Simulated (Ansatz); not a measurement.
doublet CH₅P(+): levels of theory in one basis

```json
{"atom": "C", "x (Å)": "-1.2412", "y (Å)": "0.0000", "z (Å)": "-0.0042"}
{"atom": "P", "x (Å)": "0.5240", "y (Å)": "0.0000", "z (Å)": "-0.0011"}
{"atom": "H", "x (Å)": "-1.7798", "y (Å)": "-0.9396", "z (Å)": "0.0221"}
{"atom": "H", "x (Å)": "-1.7798", "y (Å)": "0.9396", "z (Å)": "0.0221"}
{"atom": "H", "x (Å)": "1.0340", "y (Å)": "1.1356", "z (Å)": "-0.6477"}
{"atom": "H", "x (Å)": "1.0792", "y (Å)": "-0.0007", "z (Å)": "1.2945"}
{"atom": "H", "x (Å)": "1.0340", "y (Å)": "-1.1349", "z (Å)": "-0.6489"}
```

Basis set: cc-pVTZ on H, C; cc-pV(T+d)Z on P (spherical functions). Left uncorrelated: 6 orbitals. Correlation on ROHF uses semicanonical orbitals with singles. Charge 1, multiplicity 2.

Computed with Ansatz (development build ahead of 0.2.0); each method stands on the lowest determinant of its kind that the runs found.

```csv
method,E − E(ROHF) (eV),<S²> of the determinant
ROHF,0.00,0.75
UHF,-0.12,0.76
ROHF-MP2,-8.09,–
UHF-MP2,-8.08,0.76
```

(1) Is a single determinant a sound starting point here?

## Answers

(1) By this sign, yes. Unrestricted orbitals gain 0.12 eV and <S²> is 0.76 against 0.75 for a pure state.
